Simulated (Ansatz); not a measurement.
`ClBCl` + F• → `Cl[B]Cl`• + H–F at 700 K and 1 bar (hydrogen abstraction from a B–H bond).

Gas-phase electronic energies from Ansatz, PBE0-D4/def2-TZVP geometries. CBS: def2 TZ/QZ extrapolation, frozen cores. Open shells (•) are unrestricted, without spin–orbit coupling. Spin–orbit coupling would lower the free atoms: a little for F.

| species | CCSD(T)/CBS energy (Eh) | H − E (kJ/mol) | S (J/(mol·K)) |
| --- | --- | --- | --- |
| `ClBCl` | -945.02147 | 75.0 | 318.4 |
| F• | -99.66806 | 14.6 | 178.2 |
| `Cl[B]Cl`• | -944.34636 | 43.8 | 313.1 |
| H–F | -100.39431 | 45.2 | 198.5 |

H − E and S are ideal-gas, rigid-rotor, harmonic terms from PBE0-D4/def2-TZVP, with the whole ground term of open shells counted as degenerate. 1 Eh = 2625.50 kJ/mol, R = 8.31446 J/(mol·K).

Question: By hand: ΔE, ΔH, ΔS and ΔG.

Answer: ΔE = (-944.34636) + (-100.39431) − (-945.02147) − (-99.66806) = -0.05114 Eh = -134.3 kJ/mol. Δ(H − E) = 43.8 + 45.2 − 75.0 − 14.6 = -0.6, so ΔH = -134.9 kJ/mol. ΔS = 313.1 + 198.5 − 318.4 − 178.2 = 15.0 J/(mol·K). ΔG = -134.9 − 700 × (15.0)/1000 = -145.4 kJ/mol.

Question: By hand: the equilibrium constant, and the temperature at which ΔG would vanish if ΔH and ΔS stayed fixed.

Answer: log₁₀ K = −ΔG/(RT ln 10) = 10.8. ΔH and −TΔS have one sign here, so there is no such temperature.

ΔH outweighs TΔS. A doubt of 5 kJ/mol in ΔE shifts log₁₀ K by 0.4 here. These are equilibria of isolated gas molecules and say nothing of rates. Largest T1 diagnostic: 0.015 (customary marks: 0.02 for closed shells, 0.045 for open ones).
